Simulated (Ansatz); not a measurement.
# SiOF+ (triplet): from Hartree-Fock to the top rungs, def2-QZVPP

An exercise on one series of results from a longer session: the logs are not shown, and one member is left open.

Computed with Ansatz 0.2.0, Gaussian basis. Level: def2-QZVPP, core rule «outside noble gas», up to 7 orbitals frozen.

To be run: UHF; ROHF; CCSD(T) on UHF.

## The geometry

The geometry is a PBE0/def2-TZVP stationary point (not a proven minimum) of the parent state, kept for this charge and spin.

3 atoms, charge 1, spin multiplicity 3.

Atoms are counted from 1 here; the program's logs count them from 0.

Bond lengths: F1–Si3 1.602 Å, O2–Si3 1.725 Å. Angles: F1–Si3–O2 115.7°.

The first run:

File in.yaml:

```yaml
crystal:
  periodic: [false, false, false]
  atoms:
    - {symbol: F, position_ang: [0.000000, 0.390347, 1.310206]}
    - {symbol: O, position_ang: [0.000000, 0.397529, -1.506653]}
    - {symbol: Si, position_ang: [0.000000, -0.490510, -0.027996]}
basis:
  gaussian: {orbitals: "def2-QZVPP.json"}
total_charge: 1
magnetization: {spin_polarized: true, initial_magnetization: 2}
hamiltonian: {xc: hf}
output: {orbitals: {seedname: orbitals}}
```

Command:

```sh
> ansatz run in.yaml --threads 1 --pin off --events-out ev --progress --plain --max-ram 2393MiB
```

Steps of the session up to this table: UHF; ROHF; CCSD(T) on UHF.

One of the session's tables, all rows but one given; the rest of the session is left out.

| method | from UCCSD(T) (kcal/mol) |
| --- | --- |
| ROHF | ? |
| UHF | +364.07 |
| UMP2 | +20.04 |
| UCCSD | +13.66 |
| UCCSD(T) | 0 |

**Question.** Estimate the row for ROHF.

**Answer.** from UCCSD(T) (kcal/mol): +369.48. In the column «from UCCSD(T) (kcal/mol)» it is the highest.
